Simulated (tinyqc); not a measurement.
G0W0 on RHF in the sto-3g basis, for H2O, spin multiplicity 1, step by step (part 2 of 2). Computed by tinyqc, a small Python program that keeps every step (integrals from PySCF). Command: `OMP_NUM_THREADS=1 python tinyqc.py 30439 30440 out.jsonl` (the two numbers bound the seeds that draw the settings). One thread of a shared host (Intel(R) Xeon(R) Processor @ 2.60GHz), about 0.08 s of CPU time with the checks.

Geometry (angstrom):
```
atom         x          y         z
O     0.000000   0.000000  0.000000
H     0.000000   0.876000  0.627000
H     0.000000  -0.890000  0.637000
```

## Screening: direct RPA

orbital energies (hartree): MO1 -20.253781, MO2 -1.209855, MO3 -0.560366, MO4 -0.427225, MO5 -0.383794, MO6 0.478744, MO7 0.615299

Given earlier and not repeated: Two-electron integrals over orbitals (pq|rs).

With D = e_a - e_i and K = (ia|jb): diagonalise D^(1/2) (D + 4K) D^(1/2) = Z w^2 Z^T; X + Y = D^(1/2) Z w^(-1/2), each column of Z with its largest component positive (the first on a tie); E_c = (sum w - tr (D + 2K)) / 2.

D^(1/2) (D + 4K) D^(1/2) (hartree^2), lower triangle:
```
            1>6         1>7        2>6        2>7        3>6        3>7       4>6       4>7
1>6  432.022474
1>7   -0.044272  437.204164
2>6    0.208627    0.015586   3.492056
2>7    0.016479    0.479405  -0.014597   3.827349
3>6    0.001045   -0.054822  -0.025854  -0.165542   1.404565
3>7    0.113077   -0.009269  -0.396825   0.036154   0.014891   2.120464
4>6   -0.018421   -0.008629   0.306545  -0.024075  -0.034525  -0.391511  1.146545
4>7   -0.013153   -0.211790  -0.019767  -0.096428  -0.222365   0.028346  0.006320  1.374256
5>6    0.000000    0.000000   0.000000   0.000000   0.000000   0.000000  0.000000  0.000000
5>7    0.000000    0.000000   0.000000   0.000000   0.000000   0.000000  0.000000  0.000000

           5>6       5>7
5>6   0.864195
5>7  -0.002284  1.099803
```

excitation energies w (hartree): 0.929609  0.998046  1.048726  1.073659  1.269808  1.448543  1.913148  1.960815  20.785144  20.909452

X + Y:
```
            1          2          3          4          5          6          7          8
1>6  0.000000  -0.000034   0.000000   0.000098  -0.000103  -0.001527  -0.001257   0.000015
1>7  0.000000   0.000125   0.000000   0.001588  -0.001101   0.000129  -0.000643  -0.003626
2>6  0.000000  -0.087304   0.000000   0.014039   0.008551   0.343943   0.880804  -0.113096
2>7  0.000000   0.010476   0.000000   0.089586   0.028687  -0.019228   0.130702   0.953356
3>6  0.000000   0.068980   0.000000   0.672707   0.654269   0.015598  -0.017228  -0.045211
3>7  0.000000   0.331147   0.000000  -0.045560  -0.014244   0.817811  -0.218617   0.042198
4>6  0.000000   0.902744   0.000000  -0.031395  -0.039572  -0.214248   0.107889  -0.020287
4>7  0.000000  -0.000481   0.000000   0.713652  -0.623728   0.017901  -0.010691  -0.022866
5>6  0.963205   0.000000  -0.008791   0.000000   0.000000   0.000000   0.000000   0.000000
5>7  0.010049   0.000000   0.976004   0.000000   0.000000   0.000000   0.000000   0.000000

             9         10
1>6   0.998697  -0.008500
1>7   0.008554   0.998997
2>6   0.000139   0.000009
2>7   0.000014   0.000327
3>6   0.000000  -0.000028
3>7   0.000062  -0.000006
4>6  -0.000009  -0.000004
4>7  -0.000008  -0.000108
5>6   0.000000   0.000000
5>7   0.000000   0.000000
```

RPA correlation energy = -0.06523455 hartree

## G0W0 on Hartree-Fock: HOMO

W(p,q,m) = sqrt2 sum_ia (pq|ia) (X+Y)_ia,m; Sigma_c(x) = sum_(i,m) W^2/(x - e_i + w_m) + sum_(a,m) W^2/(x - e_a - w_m); solve x = e_p + Sigma_c(x) by Newton steps; Z = 1/(1 - dSigma/dx); 1 hartree = 27.211386 eV.

The 12 largest terms at x = e_p (hartree; W for the signs of X + Y given):
```
q  m          W       term
5  7  -0.262199   0.035935
5  6   0.205586   0.029178
5  2  -0.068247   0.004667
2  1  -0.072435   0.002988
5  8   0.051599   0.001358
6  1   0.047457  -0.001257
3  3   0.032939   0.000885
7  3   0.035104  -0.000602
5  5   0.009210   0.000067
4  1  -0.005844   0.000035
5  4   0.005888   0.000032
1  1  -0.018656   0.000017
```

Newton steps (hartree):
```
step          x  Sigma_c(x)         Z
0     -0.383794    0.073328  0.954336
1     -0.313815    0.070119  0.957897
2     -0.313681    0.070113  0.957903
3     -0.313681    0.070113  0.957903
```

quasiparticle energy of the HOMO = -8.535693 eV

Hartree-Fock value = -10.443570 eV

## G0W0 on Hartree-Fock: LUMO

As before.

The 12 largest terms at x = e_p (hartree; W for the signs of X + Y given):
```
q  m          W       term
7  5  -0.116139  -0.009591
6  7  -0.131298  -0.009011
2  7   0.149153   0.006177
3  5   0.118578   0.006090
4  7   0.119547   0.005070
4  6  -0.106811   0.004845
4  2   0.061763   0.002003
5  1   0.047457   0.001257
6  2  -0.032274  -0.001044
2  6  -0.054233   0.000938
3  8  -0.042535   0.000603
2  2   0.033913   0.000428
```

Newton steps (hartree):
```
step         x  Sigma_c(x)         Z
0     0.478744    0.007608  0.976582
1     0.486174    0.007430  0.976519
2     0.486174    0.007430  0.976519
```

quasiparticle energy of the LUMO = 13.229457 eV

Hartree-Fock value = 13.027280 eV
